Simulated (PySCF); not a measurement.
# Neon: a sound run and one with changed settings

Sound run: Ne [Ne], Ne⁺ [He] 2s2 2p5. Computed with PySCF 2.14 in 6-31G*, with no relativity, point nucleus. In the sound run the correlated levels freeze 1s2. The sound run starts from symmetry-adapted Hartree-Fock orbitals and uses a fine grid where one is needed.

Changed run: a valence shell is frozen. This setting is unsound on purpose.

```
species   method  sound run (hartree)  changed run (hartree)  converged
     Ne      MP2           -128.62414             -128.58644        yes
     Ne  CCSD(T)           -128.62793             -128.59086        yes
    Ne⁺      MP2           -127.84687             -127.81103        yes
    Ne⁺  CCSD(T)           -127.85634             -127.81673        yes
```

Ionisation energy of Ne:

| method | sound run (eV) | changed run (eV) |
| --- | --- | --- |
| UHF | 19.681 | 19.681 |
| MP2 | 21.150 | 21.100 |
| SCS-MP2 | 21.040 | 21.016 |
| CCSD | 20.984 | 21.049 |
| CCSD(T) | 20.996 | 21.065 |

Freezing a valence shell removes pair correlation that changes on ionisation.

For comparison, NIST gives 21.565 eV between the lowest levels.
